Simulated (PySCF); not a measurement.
BClH3P.
SMILES with atom numbers: `[PH2:1][BH:2][Cl:3]` (hydrogens: H4, H5 on P1; H6 on B2)

Structure used (PBE0-D3(BJ)/def2-SVP), in Å, numbered top down from 1:
```xyz
6
BClH3P angstrom
P     -0.3068   -0.3591   -1.1406
B      1.4759    0.0615   -0.6763
Cl     2.6752   -1.1915   -0.4455
H     -0.5453   -1.4805   -0.3011
H     -0.9795    0.6324   -0.3754
H      1.8540    1.2058   -0.6649
```

Computed with PySCF, PBE0-D3(BJ)/def2-SVP geometry optimisation, gas phase.

Take the most abundant isotopes and a rigid rotor. The values belong to one conformer with, in the numbering `[PH2:1][BH:2][Cl:3]`, H–P1–B2–Cl3 42° and 143°.

Q: Give the principal moments of inertia and the rotational constants in cm⁻¹.

A: Ia = 14.79, Ib = 174.62, Ic = 186.46 u·Å²; 505379 MHz·u·Å²/I gives 34178, 2894 and 2710 MHz, that is A = 1.14005, B = 0.09654, C = 0.09041 cm⁻¹.

Q: Classify the top.

A: A near-prolate asymmetric top. Ray's parameter κ = (2B − A − C)/(A − C) = -0.988; −1 is the prolate and +1 the oblate limit.

Q: Is it planar, by Δ = Ic − Ia − Ib?

A: Not planar: Δ = Ic − Ia − Ib = -2.95 u·Å². For a rigid frame Δ = −2 Σ m c², so Σ m c² = 1.47 u·Å² lies off the ab plane: 1.35 from hydrogen and 0.13 from heavier atoms. The atom farthest from that plane is 0.83 Å away.

Q: Give the other two planar moments, Paa and Pbb, and the rms extents of the mass along the axes.

A: Paa = Σ m a² = (Ib + Ic − Ia)/2 = 173.15 and Pbb = Σ m b² = (Ia + Ic − Ib)/2 = 13.31 u·Å². With the mass M = 79.98 u, the rms extents √(P/M) along a, b and c are 1.47, 0.41, 0.14 Å.

Q: List the rotational levels J(Ka,Kc) to J = 2 (MHz).

A: Above 0(0,0):
J = 1: 1(0,1) 5605, 1(1,1) 36888, 1(1,0) 37072
J = 2: 2(0,2) 16813, 2(1,2) 47914, 2(1,1) 48465, 2(2,1) 142316, 2(2,0) 142317

Q: Which types of transition are allowed, and where do some lines up to J = 2 fall?

A: The dipole components are |μa| = 0.61 D, |μb| = 0.11 D, |μc| = 0.81 D. The squared components, which scale the intensities, stand as 0.55 : 0.02 : 1.00 (a : b : c). Some lines, for components of 0.1 D or more:

```
type  branch         J(Ka,Kc)     MHz  lower level (cm⁻¹)
   a       Q  2(1,1) ← 2(1,2)     551               1.598
   a       R  1(0,1) ← 0(0,0)    5605               0.000
   a       R  2(1,2) ← 1(1,1)   11025               1.230
   a       R  2(0,2) ← 1(0,1)   11208               0.187
   a       R  2(1,1) ← 1(1,0)   11393               1.237
   c       Q  2(1,2) ← 2(0,2)   31101               0.561
   c       Q  1(1,1) ← 1(0,1)   31284               0.187
   b       Q  1(1,0) ← 1(0,1)   31468               0.187
   b       Q  2(1,1) ← 2(0,2)   31652               0.561
   b       R  1(1,1) ← 0(0,0)   36888               0.000
   c       R  1(1,0) ← 0(0,0)   37072               0.000
   b       R  2(1,2) ← 1(0,1)   42309               0.187
   c       R  2(1,1) ← 1(0,1)   42861               0.187
   c       Q  2(2,1) ← 2(1,1)   93851               1.617
   b       Q  2(2,0) ← 2(1,1)   93852               1.617
   b       Q  2(2,1) ← 2(1,2)   94403               1.598
   b       R  2(2,1) ← 1(1,0)  105244               1.237
   c       R  2(2,0) ← 1(1,0)  105245               1.237
   c       R  2(2,1) ← 1(1,1)  105428               1.230
   b       R  2(2,0) ← 1(1,1)  105429               1.230
```

No frequency check. No vibrational averaging or centrifugal distortion is included, and the geometry carries the error of its method. Quadrupole hyperfine structure (11B, 35Cl) is left out.

On Arm Neoverse V1, one thread, shared host with 32 logical CPUs at a one-minute load of 6.2, this took 7.0 s wall and 0.29 GiB of memory at its peak. This is the geometry optimisation.
